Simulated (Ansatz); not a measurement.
in.yaml

```yaml
crystal:
  periodic: [false, false, false]
  atoms:
    - {symbol: C, position_ang: [0.000000, 0.000000, 3.605415]}
    - {symbol: Mg, position_ang: [0.000000, 0.000000, -3.301586]}
    - {symbol: H, position_ang: [0.000000, 0.000000, 4.694199]}
    - {symbol: H, position_ang: [0.000000, 0.000000, -4.998028]}
basis:
  gaussian: {orbitals: "6-31G*"}
magnetization: {spin_polarized: false, initial_magnetization: 2}
correlation: {method: ccsdt, electrons: outside_noble_gas}
output: {forces: true}
```

```sh
$ ansatz run in.yaml --threads 1 --pin off --events-out ev --progress --plain --max-ram 2393MiB
```

Log:

```
582 factors; integrals over basis functions are off by at most 2.0e-7 eV
mean field evaluation 1: about -6480.7932 eV, gradient 1.7e1 eV
mean field evaluation 2: about -6480.8021 eV, gradient 1.7e1 eV
mean field evaluation 4: about -6486.8435 eV, gradient 4.5e0 eV
mean field evaluation 8: about -6487.0705 eV, gradient 3.4e-1 eV
mean field evaluation 16: about -6481.0808 eV, gradient 1.6e1 eV
mean field evaluation 32: about -6482.5946 eV, gradient 2.5e-1 eV
mean field evaluation 64: about -6483.5059 eV, gradient 1.2e0 eV
mean field evaluation 96: about -6484.4513 eV, gradient 2.0e-3 eV
mean field evaluation 128: about -6484.4500 eV, gradient 8.8e-4 eV
mean field evaluation 160: about -6487.0733 eV, gradient 9.0e-4 eV
...
mean field -6487.07334957 eV, -238.3955485005 hartree, gradient 9.7e-6 eV, S^2 2.000000; 7 other end points of the search recorded, 0 dependent functions left out
...
determinant -6487.07334957 eV, -238.3955485005 hartree, with singles and doubles -6490.56645233 eV, -238.5239176591 hartree
determinant -6484.45131841 eV, -238.2991906326 hartree, with singles and doubles -6488.24416848 eV, -238.4385753016 hartree
determinant -6484.44998490 eV, -238.2991416270 hartree, with singles and doubles -6488.24291603 eV, -238.4385292749 hartree
determinant -6482.61805450 eV, -238.2318194265 hartree, with singles and doubles -6488.54580960 eV, -238.4496604086 hartree
unrestricted determinant -6487.50510874 eV, -238.4114153572 hartree, S^2 3.0130
6 core orbitals not correlated: weight in the atoms' cores, before any rotation towards them, 1.000 or more for the frozen orbitals, at most 0.000 for the correlated occupied ones
reference -6487.07334957 eV, -238.3955485005 hartree; 5, 3 occupied and 27, 29 virtual orbitals, 582 factors
second order -2.53622450 eV of doubles, -0.07354848 eV of singles
...
cycle   7  -3.57194636 eV  change   -2.1e-4 eV  update   2.5e-4
cycle   8  -3.57184706 eV  change    9.9e-5 eV  update   1.0e-4
cycle   9  -3.57176570 eV  change    8.1e-5 eV  update   4.4e-5
cycle  10  -3.57177294 eV  change   -7.2e-6 eV  update   2.0e-5
cycle  11  -3.57178124 eV  change   -8.3e-6 eV  update   1.2e-5
cycle  12  -3.57178028 eV  change    9.6e-7 eV  update   7.2e-6
cycle  13  -3.57178479 eV  change   -4.5e-6 eV  update   3.7e-6
cycle  14  -3.57178347 eV  change    1.3e-6 eV  update   1.9e-6
cycle  15  -3.57178170 eV  change    1.8e-6 eV  update   9.8e-7
cycle  16  -3.57178116 eV  change    5.4e-7 eV  update   6.0e-7
the calculation of the forces begins
Total energy: -6490.64513073 eV, -238.5268090372 hartree
Atom 0 at     0.000000     0.000000     3.605415 Å, force     0.000000    -0.000000    -1.343994 eV/Å
Atom 1 at     0.000000     0.000000    -3.301586 Å, force    -0.000000    -0.000000     0.636962 eV/Å
Atom 2 at     0.000000     0.000000     4.694199 Å, force    -0.000000     0.000000     1.344265 eV/Å
Atom 3 at     0.000000     0.000000    -4.998028 Å, force     0.000000    -0.000000    -0.637233 eV/Å
Dipole moment:     0.000000     0.000000     0.502528 e Å
```

Forces (eV/Å):
```
C    0.000  0.000 -1.344
Mg   0.000  0.000  0.637
H    0.000  0.000  1.344
H    0.000  0.000 -0.637
```

Ran on 1 thread of Arm Neoverse V1, shared host: 31 s wall, 0.39 GiB peak host memory.
